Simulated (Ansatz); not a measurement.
Reaction (SMILES): C#CC → C1=CC1
B3LYP-D3(BJ)/def2-TZVP geometries, fixed; electronic energies without zero-point terms.
Largest species:
```xyz
7

C     -0.0011    -0.0004     0.2181
C     -0.0068    -0.0029     1.4176
C      0.0060     0.0025    -1.2360
H     -0.0119    -0.0051     2.4795
H      0.0152     1.0232    -1.6237
H      0.8874    -0.5130    -1.6226
H     -0.8790    -0.5002    -1.6311
```
Charge 0, spin multiplicity 1.

Basis-set convergence of the isomerisation energy at PBE with Ansatz (a program for electronic structure). Cartesian d functions, on some or all atoms, in 6-31G*, 6-31+G*; all else is spherical. The program fits the integrals of some runs and decomposes those of others, by size. No added dispersion term, no relativity. Functions are those of the species that has most. Reference: the value in def2-QZVPPD, 19.32 kcal/mol, itself unsure by roughly 0.05 kcal/mol (its mean distance from pcseg-3, def2-QZVPP, cc-pVQZ). Deviations are taken from unrounded values.

```json
[
 {"basis": "6-31G*", "functions": "53", "isomerisation energy (kcal/mol)": "17.07"},
 {"basis": "6-31+G*", "functions": "65", "isomerisation energy (kcal/mol)": "18.20"},
 {"basis": "cc-pVDZ", "functions": "62", "isomerisation energy (kcal/mol)": "17.50"},
 {"basis": "aug-cc-pVDZ", "functions": "105", "isomerisation energy (kcal/mol)": "17.75"},
 {"basis": "def2-SVP", "functions": "62", "isomerisation energy (kcal/mol)": "16.58"},
 {"basis": "def2-SVPD", "functions": "92", "isomerisation energy (kcal/mol)": "16.64"},
 {"basis": "pcseg-1", "functions": "62", "isomerisation energy (kcal/mol)": "18.30"},
 {"basis": "aug-pcseg-1", "functions": "105", "isomerisation energy (kcal/mol)": "18.28"},
 {"basis": "6-311G**", "functions": "78", "isomerisation energy (kcal/mol)": "19.16"},
 {"basis": "6-311+G**", "functions": "90", "isomerisation energy (kcal/mol)": "19.52"},
 {"basis": "def2-TZVP", "functions": "117", "isomerisation energy (kcal/mol)": "19.22"},
 {"basis": "def2-TZVPD", "functions": "147", "isomerisation energy (kcal/mol)": "19.21"},
 {"basis": "cc-pVTZ", "functions": "146", "isomerisation energy (kcal/mol)": "19.28"},
 {"basis": "aug-cc-pVTZ", "functions": "230", "isomerisation energy (kcal/mol)": "19.42"},
 {"basis": "pcseg-2", "functions": "146", "isomerisation energy (kcal/mol)": "19.29"},
 {"basis": "aug-pcseg-2", "functions": "230", "isomerisation energy (kcal/mol)": "19.33"},
 {"basis": "def2-TZVPP", "functions": "149", "isomerisation energy (kcal/mol)": "19.21"},
 {"basis": "def2-TZVPPD", "functions": "179", "isomerisation energy (kcal/mol)": "19.24"},
 {"basis": "def2-QZVPP", "functions": "291", "isomerisation energy (kcal/mol)": "19.30"},
 {"basis": "def2-QZVPPD", "functions": "321", "isomerisation energy (kcal/mol)": "19.32"}
]
```

What the diffuse functions change, pair by pair:
- 6-31G* to 6-31+G*: 12 more functions, deviation -2.25 to -1.12 kcal/mol
- cc-pVDZ to aug-cc-pVDZ: 43 more functions, deviation -1.82 to -1.57 kcal/mol
- def2-SVP to def2-SVPD: 30 more functions, deviation -2.73 to -2.68 kcal/mol
- pcseg-1 to aug-pcseg-1: 43 more functions, deviation -1.02 to -1.03 kcal/mol
- 6-311G** to 6-311+G**: 12 more functions, deviation -0.16 to 0.20 kcal/mol
- def2-TZVP to def2-TZVPD: 30 more functions, deviation -0.10 to -0.11 kcal/mol
- cc-pVTZ to aug-cc-pVTZ: 84 more functions, deviation -0.04 to 0.10 kcal/mol
- pcseg-2 to aug-pcseg-2: 84 more functions, deviation -0.03 to 0.01 kcal/mol
- def2-TZVPP to def2-TZVPPD: 30 more functions, deviation -0.11 to -0.08 kcal/mol
- def2-QZVPP to def2-QZVPPD: 30 more functions, deviation -0.01 to 0.00 kcal/mol

Leaving out the reference's own pair, they bring the value nearer the reference by more than 0.05 kcal/mol in 3 of 9 pairs.
